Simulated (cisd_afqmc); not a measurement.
Input (AFQMC/CISD/aug-cc-pV(T+d)Z; cisd_afqmc is a phaseless AFQMC code with CISD trial states that reads the integrals written by Ansatz): A basis named .json is the Basis Set Exchange file of that set.

Ansatz 0.2 input:
```python
import cisd_afqmc

open("ham.yaml", "w").write("""\
crystal:
  periodic: [false, false, false]
  atoms:
    - {symbol: F, position_ang: [-0.00000000, -0.00000000, -1.06598514]}
    - {symbol: Cl, position_ang: [0.00000000, 0.00000000, 0.56434507]}
basis:
  gaussian:
    orbitals: aug-cc-pV_T+d_Z.json
magnetization: {spin_polarized: false}
correlation: {method: ccsd, electrons: outside_noble_gas, hamiltonian_folder: ham}
""")
rep = cisd_afqmc.ansatz("ham.yaml")
e_ccsd = rep["correlation"]["coupled_cluster"]["energy"]["hartree"]
out = cisd_afqmc.run("ham", e_ccsd, trial="CISD", walkers=100, populations=8, threads=8, dt=0.005, steps=40, early=24, settle=10, least=32,
    cut=5e-5, rank_cut=2e-4, target=0.0004, seconds=1500, seed=1, memory=17280, gpu=False)
```

Output:

```
orbitals 95, occupied [7], factors 465 of 617, rank of the doubles 257 of 616
E(HF) = -558.905828
E(CCSD) on the cut factors = -559.381132, shift to the whole factors -0.000004
Energy of the trial state on the determinant = -559.381149
  tau behind 7.2 of longer steps, mean of the populations' last blocks
   2.0  -559.40149
   4.0  -559.39996
   6.0  -559.40129
   8.0  -559.40103
  10.0  -559.40104
  12.0  -559.40300
  14.0  -559.40199
  16.0  -559.40256
  18.0  -559.40208
  20.0  -559.40037
  22.0  -559.39975
  24.0  -559.39808
  26.0  -559.40195
blocks 1016 (0 outliers left out), error by blocks joined: 1: 0.00021, 2: 0.00026, 4: 0.00030, 8: 0.00036, 16: 0.00040
E(AFQMC/CISD) = -559.40103 +/- 0.00040
```
